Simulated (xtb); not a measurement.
Input file for xtb: GFN1-xTB on C2H9NO (a complex).

```
$ xtb mol.xyz --gfn 1 --sp --chrg 0 --uhf 0
13

O     -2.46634608     0.76941283    -0.00055597
H     -1.49380208     0.79529283    -0.00560297
C     -2.83609708    -0.59033317    -0.00532797
H     -3.92235008    -0.63961317    -0.00107697
H     -2.48283208    -1.12106917    -0.89468497
H     -2.47550608    -1.12923817     0.87613803
N      2.43887692     0.57560183    -0.01510597
H      2.80949692     1.08337883     0.77802603
H      2.80961992     1.03994083    -0.83436497
C      2.91662892    -0.81043117     0.02235503
H      2.52474392    -1.34445717    -0.83983697
H      4.00333992    -0.91716617     0.02538903
H      2.52450292    -1.29716117     0.91198703
```

Output:

```
[...]
           -------------------------------------------------
          |                Calculation Setup                |
           -------------------------------------------------



molecular fragmentation (1/2 indicates fragments):
1111112222222
# atoms in fragment 1/2:     6     7
 fragment masses (1/2) :       32.04       31.06
CMA distance (Bohr)    :  10.070
constraining FC (au)   :  0.0500

           -------------------------------------------------
          |                 G F N 1 - x T B                 |
           -------------------------------------------------

        Reference                      10.1021/acs.jctc.7b00118
      * Hamiltonian:
        H0-scaling (s, p, d)           1.850000    2.250000    2.000000
        zeta-weighting                 0.000000
      * Dispersion:
        s8                             2.400000
        a1                             0.630000
        a2                             5.000000
        s9                             0.000000
      * Repulsion:
        kExp                           1.500000
        rExp                           1.000000
      * Coulomb:
        alpha                          2.000000
        third order                    atomic
        anisotropic                    false
      * Halogen bond correction:
        rad-scale                      1.300000
        damping                        0.440000


          ...................................................
          :                      SETUP                      :
          :.................................................:
          :  # basis functions                  34          :
          :  # atomic orbitals                  34          :
          :  # shells                           26          :
          :  # electrons                        28          :
          :  # halogen bonds                     0          :
          :  max. iterations                   250          :
          :  Hamiltonian                  GFN1-xTB          :
          :  restarted?                      false          :
          :  GBSA solvation                  false          :
          :  PC potential                    false          :
          :  electronic temp.          300.0000000     K    :
          :  accuracy                    1.0000000          :
          :  -> integral cutoff          0.2500000E+02      :
          :  -> integral neglect         0.1000000E-07      :
          :  -> SCF convergence          0.1000000E-05 Eh   :
          :  -> wf. convergence          0.2000000E-04 e    :
          :  Broyden damping             0.4000000          :
          :  net charge                          0          :
          :  unpaired electrons                  0          :
          ...................................................

 iter      E             dE          RMSdq      gap      omega  full diag
   1    -17.1143803 -0.171144E+02  0.646E+00    6.74       0.0  T
   2    -17.1364512 -0.220709E-01  0.390E+00    7.20       1.0  T
   3    -17.1368740 -0.422859E-03  0.638E-01    7.50       1.0  T
   4    -17.1379855 -0.111144E-02  0.115E-01    7.42       1.0  T
   5    -17.1380857 -0.100255E-03  0.133E-02    7.40       2.1  T
   6    -17.1380868 -0.106831E-05  0.281E-03    7.39       9.9  T
   7    -17.1380869 -0.547319E-07  0.957E-04    7.38      29.0  T
   8    -17.1380869 -0.603049E-08  0.908E-05    7.38     305.4  T
   9    -17.1380869 -0.530775E-10  0.256E-05    7.38    1083.4  T

   *** convergence criteria satisfied after 9 iterations ***

         #    Occupation            Energy/Eh            Energy/eV
      -------------------------------------------------------------
         1        2.0000           -0.7671173             -20.8743
       ...           ...                  ...                  ...
         8        2.0000           -0.5566856             -15.1482
         9        2.0000           -0.5387079             -14.6590
        10        2.0000           -0.5106927             -13.8967
        11        2.0000           -0.4900703             -13.3355
        12        2.0000           -0.4882743             -13.2866
        13        2.0000           -0.4561503             -12.4125
        14        2.0000           -0.4069691             -11.0742 (HOMO)
        15                         -0.1356494              -3.6912 (LUMO)
        16                         -0.1303165              -3.5461
        17                         -0.1100154              -2.9937
        18                         -0.1047570              -2.8506
        19                         -0.0744622              -2.0262
       ...                                ...                  ...
        34                          0.5524246              15.0322
      -------------------------------------------------------------
                  HL-Gap            0.2713197 Eh            7.3830 eV
             Fermi-level           -0.2713092 Eh           -7.3827 eV

 SCC (total)                   0 d,  0 h,  0 min,  0.005 sec
 SCC setup                      ...        0 min,  0.000 sec (  1.336%)
 Dispersion                     ...        0 min,  0.000 sec (  0.711%)
 classical contributions        ...        0 min,  0.000 sec (  0.299%)
 integral evaluation            ...        0 min,  0.001 sec ( 22.612%)
 iterations                     ...        0 min,  0.001 sec ( 27.552%)
 molecular gradient             ...        0 min,  0.002 sec ( 45.893%)
 printout                       ...        0 min,  0.000 sec (  1.505%)

         :::::::::::::::::::::::::::::::::::::::::::::::::::::
         ::                     SUMMARY                     ::
         :::::::::::::::::::::::::::::::::::::::::::::::::::::
         :: total energy             -16.970593946638 Eh    ::
         :: gradient norm              0.020920777823 Eh/a0 ::
         :: HOMO-LUMO gap              7.382984693375 eV    ::
         ::.................................................::
         :: SCC energy               -17.138086869649 Eh    ::
         :: -> electrostatic           0.062018251692 Eh    ::
         :: repulsion energy           0.169565861054 Eh    ::
         :: dispersion energy         -0.002072938043 Eh    ::
         :: halogen bond corr.         0.000000000000 Eh    ::
         :: add. restraining           0.000000000000 Eh    ::
         :: total charge               0.000000000000 e     ::
         :::::::::::::::::::::::::::::::::::::::::::::::::::::

           -------------------------------------------------
          |                Property Printout                |
           -------------------------------------------------

    * Orbital Energies and Occupations

         #    Occupation            Energy/Eh            Energy/eV
      -------------------------------------------------------------
         1        2.0000           -0.7671173             -20.8743
         2        2.0000           -0.7474252             -20.3385
         3        2.0000           -0.6525920             -17.7579
         4        2.0000           -0.6257930             -17.0287
         5        2.0000           -0.6020147             -16.3817
         6        2.0000           -0.5654579             -15.3869
         7        2.0000           -0.5599332             -15.2366
         8        2.0000           -0.5566856             -15.1482
         9        2.0000           -0.5387079             -14.6590
        10        2.0000           -0.5106927             -13.8967
        11        2.0000           -0.4900703             -13.3355
        12        2.0000           -0.4882743             -13.2866
        13        2.0000           -0.4561503             -12.4125
Note: The following floating-point exceptions are signalling: IEEE_DENORMAL
normal termination of xtb
        14        2.0000           -0.4069691             -11.0742 (HOMO)
        15                         -0.1356494              -3.6912 (LUMO)
        16                         -0.1303165              -3.5461
        17                         -0.1100154              -2.9937
        18                         -0.1047570              -2.8506
        19                         -0.0744622              -2.0262
        20                         -0.0710054              -1.9322
        21                         -0.0637951              -1.7360
        22                         -0.0606503              -1.6504
        23                         -0.0340861              -0.9275
        24                          0.0836161               2.2753
        25                          0.1257280               3.4212
       ...                                ...                  ...
        34                          0.5524246              15.0322
      -------------------------------------------------------------
                  HL-Gap            0.2713197 Eh            7.3830 eV
             Fermi-level           -0.2713092 Eh           -7.3827 eV

  Mulliken/CM5 charges         n(s)   n(p)   n(d)
     1O    -0.56007 -0.77655   1.693  4.867  0.000
     2H     0.33837  0.50635   0.662  0.000  0.000
     3C     0.17393  0.04762   0.959  2.867  0.000
     4H     0.03062  0.09066   0.969  0.000  0.000
     5H     0.00849  0.06595   0.992  0.000  0.000
     6H     0.00851  0.06596   0.991  0.000  0.000
     7N    -0.49035 -0.94635   1.462  4.028  0.000
     8H     0.19065  0.37782   0.809  0.000  0.000
     9H     0.19061  0.37778   0.809  0.000  0.000
    10C     0.05918 -0.03894   0.975  2.965  0.000
    11H     0.01995  0.08070   0.980  0.000  0.000
    12H     0.01009  0.06824   0.990  0.000  0.000
    13H     0.02001  0.08076   0.980  0.000  0.000

Wiberg/Mayer (AO) data.
largest (>0.10) Wiberg bond orders for each atom

 ---------------------------------------------------------------------------
     #   Z sym  total        # sym  WBO       # sym  WBO       # sym  WBO
 ---------------------------------------------------------------------------
     1   8 O    1.911 --     3 C    0.972     2 H    0.885
     2   1 H    0.896 --     1 O    0.885
     3   6 C    3.925 --     4 H    0.987     5 H    0.983     6 H    0.983
                             1 O    0.972
     4   1 H    1.016 --     3 C    0.987
     5   1 H    1.012 --     3 C    0.983
     6   1 H    1.012 --     3 C    0.983
     7   7 N    2.955 --    10 C    1.005     9 H    0.960     8 H    0.960
     8   1 H    0.973 --     7 N    0.960
     9   1 H    0.973 --     7 N    0.960
    10   6 C    3.979 --     7 N    1.005    11 H    0.991    13 H    0.991
                            12 H    0.985
    11   1 H    1.012 --    10 C    0.991
    12   1 H    1.004 --    10 C    0.985
    13   1 H    1.012 --    10 C    0.991
 ---------------------------------------------------------------------------

Topologies differ in total number of bonds
Writing topology from bond orders to xtbtopo.mol

 dipole moment from electron density (au)
     X       Y       Z
   1.4292  -0.6051  -0.0101  total (Debye):    3.945


           -------------------------------------------------
          | TOTAL ENERGY              -16.970593946638 Eh   |
          | GRADIENT NORM               0.020920777823 Eh/α |
          | HOMO-LUMO GAP               7.382984693375 eV   |
           -------------------------------------------------

------------------------------------------------------------------------
------------------------------------------------------------------------
 total:
 SCF:
```

The run finished.

Cost: about 0.020 core-seconds (a rough figure).
